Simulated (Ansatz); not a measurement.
Reaction (SMILES): C[S] (CH3-S) → C atom + 3 H atom + S atom
B3LYP-D3(BJ)/def2-TZVP geometries, fixed; electronic energies without zero-point terms.
Largest species:
```
C
H 1 1.0894
H 1 1.0894 2 110.92
H 1 1.0953 2 107.93 3 118.03
S 1 1.7974 2 111.69 4 116.67
```
Charge 0, spin multiplicity 2.

Core correlation in the atomisation energy at MP2 with Ansatz (a quantum-chemistry and plane-wave program), in kcal/mol: frozen core against 1s of Al to Cl frozen alone. Core-valence sets carry the plain set on hydrogen. Open shells are unrestricted.

```json
[
 {"basis": "cc-pV(D+d)Z", "functions, most": "52", "frozen core": "353.35"},
 {"basis": "cc-pCVDZ", "functions, most": "60", "frozen core": "352.65"},
 {"basis": "cc-pV(T+d)Z", "functions, most": "111", "frozen core": "373.28"},
 {"basis": "cc-pwCVTZ", "functions, most": "144", "frozen core": "373.48"},
 {"basis": "cc-pCVTZ", "functions, most": "144", "frozen core": "373.15"},
 {"basis": "cc-pV(Q+d)Z", "functions, most": "209", "frozen core": "379.19"},
 {"basis": "cc-pCVQZ", "functions, most": "283", "frozen core": "379.19"},
 {"basis": "cc-pwCVQZ", "functions, most": "283", "frozen core": "379.30"}
]
```

Task: How large is the core term in each set?

Result: The largest core-valence set, cc-pwCVQZ, gives a core term of 1.17 kcal/mol; the valence set cc-pV(Q+d)Z, which lacks functions for the core, gives 2.69. By row: cc-pV(D+d)Z 1.22, cc-pCVDZ 1.00, cc-pV(T+d)Z 5.31, cc-pwCVTZ 1.12, cc-pCVTZ 1.06, cc-pV(Q+d)Z 2.69, cc-pCVQZ 1.14, cc-pwCVQZ 1.17.
